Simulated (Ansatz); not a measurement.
C2H5 (SMILES [CH2]C), charge 0, multiplicity 2, relaxed at each level with Ansatz (a first-principles code); harmonic frequencies from differences of analytic forces, average atomic masses, frozen cores. Open shells are unrestricted.

**Question.** Give the equilibrium geometry, the harmonic frequencies and the zero-point energy at r2SCAN/def2-TZVPP.

**Answer.** 
(charge 0, multiplicity 2):
```xyz
7

C      0.785    -0.095    -0.015
C     -0.685     0.087    -0.005
H      1.448     0.717     0.252
H      1.224    -1.073    -0.163
H     -1.113    -0.091     0.993
H     -0.972     1.103    -0.285
H     -1.187    -0.608    -0.682
```
Frequencies (cm⁻¹): 107, 498, 811, 976, 1073, 1191, 1389, 1462, 1477, 1479, 2953, 3045, 3093, 3144, 3247. Zero-point energy 37.09 kcal/mol.

**Question.** Give the equilibrium geometry, the harmonic frequencies and the zero-point energy at CCSD(T)/cc-pVDZ.

**Answer.** 
(charge 0, multiplicity 2):
```xyz
7

C      0.7964    -0.0909    -0.0385
C     -0.6953     0.0887    -0.0067
H      1.4634     0.7247     0.2682
H      1.2359    -1.0900    -0.1526
H     -1.1113    -0.0947     1.0096
H     -0.9856     1.1181    -0.2908
H     -1.2030    -0.6156    -0.6928
```
Frequencies (cm⁻¹): 151, 446, 800, 980, 1075, 1190, 1392, 1463, 1474, 1479, 2993, 3079, 3125, 3155, 3262. Zero-point energy 37.26 kcal/mol.
